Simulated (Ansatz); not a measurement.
`N/C=N/C(=S)S`, relaxed with RKS PBE0-D4/def2-TZVP in Ansatz from a PBE-D4/def2-SVP geometry. The force threshold is 0.005 eV/Å; the program also tests the step.

Total charge 0; spin multiplicity 1.

Start:

```xyz
10

N    -1.226   -0.522    1.768
C    -0.357    0.041    0.910
N    -0.233   -0.379   -0.316
C     0.755    0.174   -1.104
S     2.105    1.025   -0.624
S     0.377   -0.200   -2.801
H    -1.343   -0.161    2.713
H    -1.794   -1.314    1.461
H     0.256    0.884    1.304
H     1.460    0.452   -3.309
```

```tsv
step	energy (eV)	largest force (eV/Å)	largest move (Å)
1	-26779.0400	0.671	0.000
2	-26779.0956	0.335	0.033
3	-26779.0968	0.281	0.035
4	-26779.1031	0.102	0.032
5	-26779.1032	0.053	0.009
6	-26779.1034	0.009	0.005
7	-26779.1035	0.005	0.001
8	-26779.1035	0.004	0.003
```

End:

```xyz
10

N    -1.210   -0.515    1.748
C    -0.350    0.038    0.898
N    -0.234   -0.386   -0.312
C     0.743    0.172   -1.093
S     2.074    1.013   -0.613
S     0.375   -0.186   -2.764
H    -1.323   -0.155    2.677
H    -1.771   -1.295    1.449
H     0.249    0.870    1.279
H     1.447    0.444   -3.270
```

It took 39 s on 4 threads of a server CPU on a shared host, with 0.67 GiB of host memory at the peak.
